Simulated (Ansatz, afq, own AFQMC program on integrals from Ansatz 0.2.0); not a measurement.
# CH₃Si, doublet → CH$_{3}$Si⁺, triplet

```yaml
atoms:
  - { symbol: Si, position_ang: [-0.0027, 0.0000, 0.4927] }
  - { symbol: C, position_ang: [0.0237, 0.0000, -1.3968] }
  - { symbol: H, position_ang: [0.6305, -1.2164, 1.0698] }
  - { symbol: H, position_ang: [0.6307, 1.2163, 1.0698] }
  - { symbol: H, position_ang: [-1.4681, 0.0001, 0.7752] }
```

Connectivity, by distances: SiH3–C.

E(triplet, charge +1) − E(doublet, charge +0) at this geometry, on ROHF and UHF determinants.

Basis cc-pVDZ. Noble-gas cores (and the filled d shells of Ga–Kr and In–Xe) are frozen. AFQMC by an in-house program on the Cholesky factors that Ansatz 0.2.0 writes for its CCSD(T) run. The CISD trial takes its coefficients from CCSD amplitudes. Released means that phaseless walkers are propagated on without the constraint, phases kept. ± is one standard error of the sampling. The errors of all members are added in quadrature.

No full CI on the walks' own integrals is used here; CCSDT(Q) serves as the reference and is uncertain by about the last step of the cluster series. Each member takes its own surest rung, up to full CI.

Errors are counted within cc-pVDZ, not against nature.

Cautions: CH₃Si (doublet): another spin lies lower, a spin-contaminated unrestricted determinant lies lower (UHF 424 meV lower, ⟨S²⟩ 1.40); CH₃Si⁺ (triplet): another spin lies lower, the released energies have errors that jump between times, so the bars are unsure, so no released level is given (meV from the phaseless value at times in 1/Eh: -8.7 ± 2.2 at 0.24, 97 ± 106 at 0.51, -13 ± 3 at 0.99, -17 ± 4 at 1.62, -16 ± 5 at 2.40), though the last usable value meets CCSDT(Q) within the noise, its ph-AFQMC/CISD value lies 16.2 ± 2.3 meV above CCSDT(Q); this isn't the first ionization.

Reference (CCSDT(Q)): 217.0 kcal/mol.

```
        level  vertical ionization energy (kcal/mol)  error against CCSDT(Q) (kcal/mol)
           HF                                  194.0                              -23.0
          MP2                                  214.9                               -2.1
         CCSD                                  216.9                               -0.1
      CCSD(T)                                  217.2                                0.2
        CCSDT                                  217.0                                0.0
ph-AFQMC/CISD                            217.1 ± 0.1                          0.1 ± 0.1
```

Correlation beyond CCSD(T) takes off 0.2 kcal/mol. The perturbative (T) step is worth +0.3 kcal/mol.

A walk keeps the symmetry of its determinant, which the program's search chose and which needn't be the lowest solution, so a lower state of the same spin and another symmetry isn't excluded.
